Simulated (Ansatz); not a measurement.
# AlBe (quartet): from Hartree-Fock to the top rungs, aug-cc-pVDZ

Aim: climb from Hartree-Fock through coupled cluster for AlBe (quartet) at one geometry and basis, and see what each rung misses.

The runs use Ansatz 0.2.0, Gaussian basis; aug-cc-pVDZ, core rule «outside noble gas», up to 6 orbitals frozen.

Plan: UHF; CCSD(T) on ROHF; CCSD(T) on UHF; BCCD(T) on ROHF; CISD as a restricted active space (open shells left free, so some higher excitations enter); CCSDT(Q) on ROHF; CCSDT(Q) on UHF; Full CI.

28 further runs of the same task are left out: 5 for a known fault of the program, 11 that didn't finish, 12 set aside as unsound or not needed. Runs told in other sessions of the task aren't counted.

## Step 1: The geometry

The geometry is a PBE0/def2-TZVP stationary point (not a proven minimum) of the parent state, kept for this charge and spin.

2 atoms, charge 0, spin multiplicity 4.

Atoms are counted from 1 here; the program's logs count them from 0.

No contacts short enough for the rule that draws bonds.

## Step 2: UHF

The input, in.yaml:

```yaml
crystal:
  periodic: [false, false, false]
  atoms:
    - {symbol: Al, position_ang: [0.000000, 0.000000, 0.000000]}
    - {symbol: Be, position_ang: [0.000000, 0.000000, 2.412500]}
basis:
  gaussian: {orbitals: aug-cc-pVDZ}
magnetization: {spin_polarized: true, initial_magnetization: 3}
hamiltonian: {xc: hf}
output: {orbitals: {seedname: orbitals}}
```

Started as:

```console
> ansatz run in.yaml --threads 1 --pin off --events-out ev --progress --plain --max-ram 2393MiB
```

Further steps of the session: CCSD(T) on ROHF; CCSD(T) on UHF; BCCD(T) on ROHF; CISD as a restricted active space (open shells left free, so some higher excitations enter); CCSDT(Q) on ROHF; CCSDT(Q) on UHF; Full CI.

Q: Predict the results of all the runs planned. Wanted: FCI from the RHF energy; RMP2 from FCI; UMP2 from FCI; RCCSD from FCI; RCCSD(T) from FCI; UCCSD(T) from FCI; RCCSDT(Q) from FCI; UCCSDT(Q) from FCI; T1 diagnostic.

As calculated:

| quantity | value |
| --- | --- |
| FCI from the ROHF energy | -2.0473 eV |
| RMP2 from FCI | +15.74 kcal/mol |
| UMP2 from FCI | +15.22 kcal/mol |
| RCCSD from FCI | +2.99 kcal/mol |
| RCCSD(T) from FCI | +0.97 kcal/mol |
| UCCSD(T) from FCI | +0.92 kcal/mol |
| RCCSDT(Q) from FCI | +0.03 kcal/mol |
| UCCSDT(Q) from FCI | +0.03 kcal/mol |
| levels within 1 kcal/mol (43 meV) | RCCSD(T), UCCSD(T), BCCD(T), RCCSDT, UCCSDT, RCCSDT(Q), UCCSDT(Q) |
| T1 diagnostic | 0.052 |
| effectively unpaired electrons | 3.06 |

In words: RCCSD(T) misses by +0.97 kcal/mol, 2.0 % of the correlation energy. The occupations are near whole numbers, but T1 = 0.052 shows that the orbitals relax strongly. These misses are within one basis, not against nature; the frozen cores of restricted and unrestricted runs differ, which can shift their rows.

Levels on UHF freeze UHF's core orbitals, full CI those of ROHF, so the U rows can settle a little off it for that reason alone.

With open shells the CI space here admits some higher excitations, so it is larger than plain CISD.
